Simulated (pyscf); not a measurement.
## Four-centre exchange: H₃C–GaH–CH₃ (SMILES [CH3][GaH][CH3]) + H₂ (SMILES [H][H]) → CH₄ (SMILES C) + H₃C–GaH₂ (SMILES [CH3][GaH2])

Gas phase, singlet surface, charge 0. Bonds broken: C1–Ga2, H11–H12. Bonds formed: C1–H11, Ga2–H12. Optimised with ωB97X-D3(BJ)/def2-SVP in PySCF.

Transition state (Å):

```xyz
12

C     -2.0244     1.2326     0.5471
Ga     0.0353     0.5566     0.2049
C     -0.0372    -1.2255    -0.6013
H     -2.1585     1.4826    -0.5189
H     -2.7740     0.4661     0.7973
H     -2.2300     2.1534     1.1144
H      0.9074     1.8187    -0.0381
H     -0.3339    -1.1577    -1.6602
H      0.9411    -1.7278    -0.5559
H     -0.7732    -1.8556    -0.0788
H     -0.9863     0.7621     1.5244
H     -0.0870     0.3861     1.9635
```

One imaginary mode, 1512i cm⁻¹; descent along it reached the two sides named.

| bond | change | reactant side (Å) | saddle | product side |
|---|---|---|---|---|
| C1–Ga2 | breaks | 1.972 | 2.195 | 3.0 |
| H11–H12 | breaks | 0.763 | 1.069 | 2.6 |
| C1–H11 | forms | 3.2 | 1.501 | 1.103 |
| Ga2–H12 | forms | 2.502 | 1.771 | 1.574 |

Electronic energies relative to the separated reactants (kcal/mol):

```
level                   barrier  reaction energy  reverse barrier
----------------------  -------  ---------------  ---------------
ωB97X-D3(BJ)/def2-TZVP     31.5             -7.8             39.3
PBE/def2-TZVP              25.6             -8.6             34.1
r²SCAN/def2-TZVP           26.0             -8.4             34.4
B3LYP-D3(BJ)/def2-TZVP     30.6             -9.1             39.7
PBE0-D3(BJ)/def2-TZVP      26.9             -8.7             35.6
M06-2X/def2-TZVP           31.9             -6.5             38.4
ωB97M-D3(BJ)/def2-TZVP     31.3             -9.4             40.6
HF/def2-TZVP               45.2            -14.3             59.5
```

With ωB97M-D3(BJ)/def2-TZVP energies and thermal terms (ideal gas, 1 atm, RRHO with modes under 100 cm⁻¹ raised to 100, one conformer, R ln 2 for chiral ones without a mode under 150 cm⁻¹), in kcal/mol:

```json
[
 {"T (K)": "298", "ΔH‡": "32.5", "ΔG‡": "41.2", "ΔH": "-6.8", "ΔG": "-7.7"},
 {"T (K)": "600", "ΔH‡": "31.4", "ΔG‡": "50.6", "ΔH": "-8.2", "ΔG": "-8.0"},
 {"T (K)": "900", "ΔH‡": "31.1", "ΔG‡": "60.2", "ΔH": "-9.3", "ΔG": "-7.7"},
 {"T (K)": "1200", "ΔH‡": "31.2", "ΔG‡": "69.9", "ΔH": "-10.0", "ΔG": "-7.0"}
]
```

At the saddle there is also a short Ga–H contact that neither side keeps. This is the saddle that the search found; another between the same sides may lie lower. Elements up to Kr have no core potential and no relativistic terms here.
